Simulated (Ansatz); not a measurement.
We consider Ge (P4₃2₁2, No. 96, 12 atoms in the cell; start mp-137; another form than the element's usual one), described by r²SCAN+rVV10 (PAW; Ansatz, an electronic-structure program).

Settings: plane-wave cutoff 500 eV, 8×8×6 k mesh (along the axes of the cell as run), Fermi–Dirac smearing 0.05 eV, scalar-relativistic PAW data made under PBE.

Cell (relaxed at this level):

```xyz
12
Lattice="5.9305 0.0000 0.0000 0.0000 5.9305 0.0000 0.0000 0.0000 7.0264" Properties=species:S:1:pos:R:3 pbc="T T T"
Ge     0.5081     0.5081     0.0000
Ge     2.4572     3.4734     5.2698
Ge     5.4224     5.4224     3.5132
Ge     3.4734     2.4572     1.7566
Ge     1.0102     2.2088     1.7389
Ge     0.7564     3.9755     7.0087
Ge     4.9203     3.7217     5.2521
Ge     5.1741     1.9550     3.4955
Ge     3.9755     0.7564     0.0177
Ge     3.7217     4.9203     1.7743
Ge     1.9550     5.1741     3.5309
Ge     2.2088     1.0102     5.2875
```

**Question.** Estimate the band gap that the calculation returns.

**Answer.** 
* **band gap**: 0.86 eV (on the SCF k mesh)

Note: the relaxation could not lower the start's symmetry, so the cell can be a saddle point above a distorted one.

Spin–orbit coupling is not included.

Computed values are for the static lattice.

A start named mp-… is a Materials Project structure, which need not be a measured phase.
